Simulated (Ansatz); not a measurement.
For wurtzite GaN, LDA in Ansatz (plane waves, PAW) gives:

```
Property                                 Result
---------------------------------  ------------
lattice constant a                      3.152 Å
c axis length                           5.138 Å
bulk modulus                            203 GPa
cohesive energy                    5.41 eV/atom
band gap at the measured cell           1.91 eV
electronic dielectric constant ε∞          5.69
elastic constant C11                    368 GPa
elastic constant C44                   96.6 GPa
polycrystal shear modulus               114 GPa
```

Task: What does r²SCAN (plane waves, PAW; Ansatz, a program for electronic structure) give for the same quantities?

Result: 
- lattice constant a: 3.183 Å (increases by 1.0 %)
- lattice parameter c: 5.184 Å (goes up by 0.9 %)
- bulk modulus: 197 GPa (falls by 3.0 %)
- cohesive energy: 4.47 eV/atom (decreases by 0.94 eV/atom)
- band gap at the measured cell: 2.32 eV (grows by 0.41 eV)
- high-frequency dielectric constant: 5.42 (shrinks by 4.7 %)
- elastic constant C11: 363 GPa (decreases by 1.4 %)
- elastic constant C44: 98.0 GPa (goes up by 1.4 %)
- Voigt–Reuss–Hill shear modulus: 114 GPa (hardly moves)

For comparison: lattice constant a 3.189 Å (measured, room temperature, not corrected to a static lattice; as tabulated in Lucero et al. (2012), arXiv:1111.4515); lattice parameter c 5.185 Å (measured, room temperature, not corrected to a static lattice; as tabulated in Lucero et al. (2012), arXiv:1111.4515); bulk modulus 210 GPa (measured, temperature not stated, no zero-point or thermal correction, our sources range from 187 to 237; as tabulated in Toher et al. (2017), arXiv:1611.05714); cohesive energy 4.53 eV/atom (measured, temperature not stated, not corrected to a static lattice; as tabulated in Zoroddu et al. (2001), arXiv:cond-mat/0011434); band gap 3.68 eV (measured, zero-point renormalisation of 0.17 eV added back here (the table's ZPR column); inputs from Chen et al. (2018), doi:10.1103/physrevmaterials.2.073803); high-frequency dielectric constant 5.3 (measured, temperature not stated, no zero-point or thermal correction, mean; as tabulated in Chen et al. (2018), doi:10.1103/physrevmaterials.2.073803); elastic constant C11 390 GPa (measured, temperature not stated, no zero-point or thermal correction, our sources range from 359 to 390; as tabulated in Oses et al. (2018), arXiv:1811.08464); elastic constant C44 105 GPa (measured, temperature not stated, no zero-point or thermal correction, our sources range from 98.0 to 105; as tabulated in Oses et al. (2018), arXiv:1811.08464); Voigt–Reuss–Hill shear modulus 120 GPa (measured, temperature not stated, no zero-point or thermal correction, Hill average of measured single-crystal constants; as tabulated in Oses et al. (2018), arXiv:1811.08464).

Changes are worked out from the printed values.

Unless a cell is named, each level is at its own relaxed cell (LDA 11.05, r²SCAN 11.37 Å³/atom).

Levels without +SOC have no spin–orbit coupling; where heavier elements are present it shifts gaps, mostly down, and can invert bands. Density-functional gaps are differences of (generalised) Kohn–Sham levels.

Ansatz's density-functional and Hartree–Fock values are scalar-relativistic unless marked +SOC, with PAW data made under PBE.
